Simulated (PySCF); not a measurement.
Vibration and rotation of LiSi

UHF-CCSD(T) constants of LiSi, ⁴Σ⁻ (quartet), unpaired electrons σ ↑, π ↑↑ (PySCF, no relativity, basis sets Li def2-TZVPP, Si def2-TZVPP; masses 7.0160 and 27.9769 u):

| Property | Result |
| --- | --- |
| ωe | 454.5 cm⁻¹ |
| ωexe | 3.12 cm⁻¹ |
| Be | 0.53152 cm⁻¹ |
| αe | 0.00566 cm⁻¹ |
| D (centrifugal) | 2.91e-06 cm⁻¹ |
| De to Li + Si | 1.76 eV |

Problem. Give the vibrational terms G(v) and spacings up to v = 6.

Solution. G(v) = ωe(v+½) − ωexe(v+½)².

| v | G(v) (cm⁻¹) | G(v) − G(v−1) | Bv (cm⁻¹) |
| --- | --- | --- | --- |
| 0 | 226.5 |  | 0.5287 |
| 1 | 674.7 | 448.3 | 0.5230 |
| 2 | 1116.8 | 442.0 | 0.5174 |
| 3 | 1552.5 | 435.8 | 0.5117 |
| 4 | 1982.1 | 429.5 | 0.5060 |
| 5 | 2405.4 | 423.3 | 0.5004 |
| 6 | 2822.4 | 417.1 | 0.4947 |

Problem. How well does the Morse estimate ωe²/(4ωexe) reproduce De, and what is D0?

Solution. It gives 2.05 eV, 117 % of the computed De. D0 = De − G(0) = 1.76 − 0.03 = 1.73 eV.

Correlated steps freeze 5 core orbitals. The state was picked by a PBE0 search and need not be the measured ground state.
